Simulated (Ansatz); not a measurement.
Results of rVV10 (Ansatz, a quantum-chemistry and plane-wave program, PAW) for α-N2.

Run with plane-wave cutoff 500 eV, 6×6×6 k mesh, gaussian smearing 0.02 eV, scalar-relativistic PAW data made under PBE.

Cell (relaxed at this level):

```xyz
8
Lattice="5.4532 0.0000 0.0000 0.0000 5.4532 0.0000 0.0000 0.0000 5.4532" Properties=species:S:1:pos:R:3 pbc="T T T"
N      5.1346     3.0452     2.4080
N      2.4080     5.1346     3.0452
N      5.1346     5.1346     5.1346
N      0.3186     0.3186     0.3186
N      3.0452     2.4080     5.1346
N      3.0452     0.3186     2.4080
N      2.4080     3.0452     0.3186
N      0.3186     2.4080     3.0452
```

**Question.** What does this level give for the band gap?

**Answer.** 
- band gap = 7.13 eV (on the SCF k mesh)

Computing time: about 70 core-seconds (a rough figure).
